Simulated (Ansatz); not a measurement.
in.yaml

```yaml
crystal:
  periodic: [false, false, false]
  atoms:
    - {symbol: Si, position_ang: [-2.451419, 0.000000, 0.000000]}
    - {symbol: H, position_ang: [-2.946291, 1.399708, 0.000001]}
    - {symbol: H, position_ang: [-2.946290, -0.699854, 1.212183]}
    - {symbol: H, position_ang: [-2.946291, -0.699854, -1.212182]}
    - {symbol: H, position_ang: [-0.906419, 0.000000, 0.000000]}
    - {symbol: Br, position_ang: [0.984581, 0.000000, 0.000000]}
basis:
  gaussian: {orbitals: cc-pVDZ}
magnetization: {spin_polarized: false, initial_magnetization: 1}
correlation: {method: bccd_t, electrons: outside_noble_gas}
```

```sh
$ ansatz run in.yaml --threads 1 --pin off --events-out ev --progress --plain --max-ram 2816MiB --backend cpu
```

Question: Roughly how long does this take on 1 thread of AMD EPYC 7R13, shared host, and how much host memory?

Answer: 8 s wall and 0.26 GiB.

```
672 factors; integrals over basis functions are off by at most 1.1e-3 eV
mean field evaluation 1: about -77920.8035 eV, gradient 1.3e1 eV
mean field evaluation 2: about -77920.8048 eV, gradient 1.3e1 eV
mean field evaluation 4: about -77922.1533 eV, gradient 1.9e0 eV
mean field evaluation 8: about -77922.2383 eV, gradient 3.3e-3 eV
mean field evaluation 16: about -77922.2353 eV, gradient 2.9e-1 eV
mean field evaluation 32: about -77922.2371 eV, gradient 2.6e-1 eV
mean field evaluation 64: about -77921.2589 eV, gradient 1.9e-2 eV
mean field evaluation 96: about -77921.2589 eV, gradient 6.1e-3 eV
mean field -77922.23831368 eV, -2863.5894404377 hartree, gradient 3.9e-6 eV, S^2 0.750000; 7 other end points of the search recorded, 0 dependent functions left out
mean field evaluation 128: about -77921.3553 eV, gradient 3.1e-3 eV
determinant -77922.23831368 eV, -2863.5894404377 hartree, with singles and doubles -77929.55724151 eV, -2863.8584060744 hartree
determinant -77921.25894793 eV, -2863.5534494101 hartree, with singles and doubles -77928.49515879 eV, -2863.8193752545 hartree
19 core orbitals not correlated: weight in the atoms' cores, before any rotation towards them, 1.000 or more for the frozen orbitals, at most 0.000 for the correlated occupied ones
reference -77922.23831368 eV, -2863.5894404377 hartree; 8, 7 occupied and 38, 39 virtual orbitals, 672 factors
second order -6.07357580 eV of doubles, -0.07954300 eV of singles
cycle   1  -7.31790057 eV  change    1.0e-3 eV  update   3.9e-3
cycle   2  -7.31648153 eV  change    1.4e-3 eV  update   1.7e-3
cycle   3  -7.31567842 eV  change    8.0e-4 eV  update   9.3e-4
cycle   4  -7.31584242 eV  change   -1.6e-4 eV  update   3.5e-4
cycle   5  -7.31590350 eV  change   -6.1e-5 eV  update   1.2e-4
cycle   6  -7.31589403 eV  change    9.5e-6 eV  update   4.5e-5
cycle   7  -7.31590591 eV  change   -1.2e-5 eV  update   1.4e-5
perturbative correction -0.12758807 eV, -0.0046887750 hartree
Total energy: -77929.68180766 eV, -2863.8629837959 hartree
```
